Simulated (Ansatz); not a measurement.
# CH2O3: the cost of one run

Program: Ansatz 0.2.0. Level of theory: the levels named in each step. These are calculated values, not measurements.

## (1) The structure to begin with

Bond lengths: O1–C2 1.196 Å, C2–O3 1.329 Å, C2–O4 1.328 Å, O3–H5 0.968 Å, O4–H6 0.968 Å. Angles: O1–C2–O3 125.2°, O1–C2–O4 124.7°, O3–C2–O4 110.1°, C2–O3–H5 110.3°, C2–O4–H6 110.3°.

Coordinates:

```xyz
6

O    -0.0131    1.2765    0.1645
C    -0.0007    0.0900    0.0117
O     1.0926   -0.6622   -0.0575
O    -1.0851   -0.6671   -0.1139
H     1.8845   -0.1129    0.0337
H    -1.8832   -0.1215   -0.0639
```

## (2) A rough first relaxation, PBE-D4/def2-SVP

This run stands in another session on the same molecule. It ended at:

```xyz
6

O    -0.0092    1.2873    0.1662
C    -0.0015    0.0822    0.0093
O     1.0968   -0.6945   -0.0616
O    -1.0902   -0.7010   -0.1184
H     1.8515   -0.0803    0.0377
H    -1.8525   -0.0910   -0.0585
```

## (3) Relaxation, HF/STO-3G

input.yaml reads:

```yaml
crystal:
  periodic: [false, false, false]
  atoms:
    - { symbol: O, position_ang: [-0.0092034, 1.28730588, 0.16615119] }
    - { symbol: C, position_ang: [-0.00153143, 0.08218029, 0.0092524] }
    - { symbol: O, position_ang: [1.09679772, -0.6944819, -0.06161263] }
    - { symbol: O, position_ang: [-1.09017239, -0.70097241, -0.11844664] }
    - { symbol: H, position_ang: [1.85146952, -0.08025879, 0.03770317] }
    - { symbol: H, position_ang: [-1.85245002, -0.09103307, -0.05851748] }
basis:
  gaussian: { orbitals: STO-3G }
hamiltonian:
  xc: hf
relax:
  f_tol: 0.002
  max_steps: 150
```

Command:

```console
$ ansatz run input.yaml --threads 2 --pin off --max-ram 5120MiB --backend cpu --events-out ev --progress --plain --runs-dir out
```

Q: Estimate wall time and peak memory on 2 threads of Arm Neoverse V2, shared host.

About 1.3 s, with a peak of 0.086 GiB.
